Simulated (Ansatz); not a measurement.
# SiP+ (triplet): from Hartree-Fock to the top rungs, def2-TZVPP

One table from this session's results is given with a row withheld; the runs are named, their logs left out.

The runs use Ansatz 0.2.0, Gaussian basis; def2-TZVPP, core rule «outside noble gas», up to 10 orbitals frozen.

To be run: UHF; ROHF; CCSD(T) on UHF.

2 further runs of the same task are left out: 2 set aside as unsound or not needed.

**The geometry**

The geometry is a PBE0/def2-TZVP stationary point (not a proven minimum) of the parent state, kept for this charge and spin.

2 atoms, charge 1, spin multiplicity 3.

Atoms are counted from 1 here; the program's logs count them from 0.

Bond lengths: Si1–P2 2.233 Å.

The first run:

File in.yaml:

```yaml
crystal:
  periodic: [false, false, false]
  atoms:
    - {symbol: Si, position_ang: [0.000000, 0.000000, 0.000000]}
    - {symbol: P, position_ang: [0.000000, 0.000000, 2.233000]}
basis:
  gaussian: {orbitals: def2-TZVPP}
total_charge: 1
magnetization: {spin_polarized: true, initial_magnetization: 2}
hamiltonian: {xc: hf}
output: {orbitals: {seedname: orbitals}}
```

Command:

```bash
$ ansatz run in.yaml --threads 1 --pin off --events-out ev --progress --plain --max-ram 4096MiB --backend cpu
```

Among the steps run: UHF; ROHF; CCSD(T) on UHF.

One table of the session follows, with a row left open; its other results are not shown here.

```
  method  from UCCSD(T) (meV)
    ROHF              +5749.0
     UHF              +5602.1
    UMP2              +1235.8
   UCCSD                    ?
UCCSD(T)                    0
```

Estimate the missing values for UCCSD.

**Answer.** from UCCSD(T) (meV): +273.7. In the column «from UCCSD(T) (meV)» it lies between UCCSD(T) (0) and UMP2 (+1235.8).
